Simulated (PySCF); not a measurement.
State search for MgSi

Unrestricted PBE0; Mg x2c-TZVPPall, Si x2c-TZVPPall; spin-free X2C with a Gaussian nucleus (PySCF 2.14). Outer shells of the fragments: Mg 3s2; Si 3s2 3p2.

Followed along the bond (rough minima from three points):

| 2Ms+1 | unpaired | ⟨S²⟩ at the start | R at minimum (Å) | Te (eV) |
| --- | --- | --- | --- | --- |
| 3 | π ↑↑ | 2.18 | 2.55 | 0.00 |
| 1 | π ↑↓ | 1.01 | 2.55 | 0.27 |
| 3 | σ ↑, π ↑ | 2.01 | 2.82 | 0.70 |
| 1 | σ ↓, π ↑ | 1.02 | 2.77 | 0.80 |
| 1 | none | 0.00 | 2.54 | 1.12 |

Solutions found at the starting distance of 2.470 Å, counted from the lowest of them; the search is not exhaustive and high or unbound solutions are not listed, so other states can lie among these:

| 2Ms+1 | unpaired | term | E (eV) | ⟨S²⟩ | ⟨Lz²⟩ | μ (D) |
| --- | --- | --- | --- | --- | --- | --- |
| 3 | π ↑↑ | ³Σ⁻ | 0.00 | 2.18 | 0.00 | -3.34 |
| 1 | π ↑↓ | mixed | 0.27 | 1.01 | 2.03 | -3.61 |
| 3 | σ ↑, π ↑ | ³Π | 0.91 | 2.01 | 1.01 | -0.28 |
| 1 | σ ↓, π ↑ | mixed | 0.97 | 1.02 | 1.01 | -0.34 |
| 1 | none | mixed | 1.12 | 0.00 | 2.01 | -3.54 |
| 3 | σ ↑↑, π ↑↓ | mixed | 1.57 | 3.02 | 2.03 | -1.78 |
| 1 | σ ↓↓, π ↑↑ | mixed | 1.67 | 2.02 | 0.00 | -1.95 |
| 3 | σ ↑, π ↑ | ³Π | 2.28 | 2.02 | 1.05 | -4.73 |
| 1 | σ ↓, π ↑ | mixed | 2.46 | 1.08 | 1.01 | -4.41 |
| 3 | π ↑↑ | mixed | 3.05 | 2.06 | 2.02 | -0.13 |

A term symbol is given only where ⟨S²⟩ and ⟨Lz²⟩ are close to those of a pure state; real π, δ and φ orbitals otherwise mix terms. A positive dipole means Mg(−)Si(+).
